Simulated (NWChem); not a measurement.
Species: chloroform (CHCl3); SMILES ClC(Cl)Cl

All runs: NWChem. The geometry was optimised at B3LYP/6-31G* (spherical d).

Diagonal of the polarisability tensor at PBE0/def2-SVPD, static: 62.84, 62.84, 44.37 bohr³.

Question: Find the mean polarisability volume, the molar refraction, and the refractive index that an ideal gas of it would have at 273.15 K and 1 atm.

Answer: 
1. Mean: one third of the trace = 56.68 bohr³ × 0.14818 Å³/bohr³ = 8.40 Å³.
2. Molar refraction (Lorentz-Lorenz): (4π/3) N_A α = 21.2 cm³/mol.
3. Number density p/kT = 2.687 × 10⁻⁵ Å⁻³; n − 1 = 2π N α = 14.18 × 10⁻⁴.
4. These hold the electronic response alone: vibrational and orientational terms add to the static dielectric constant.
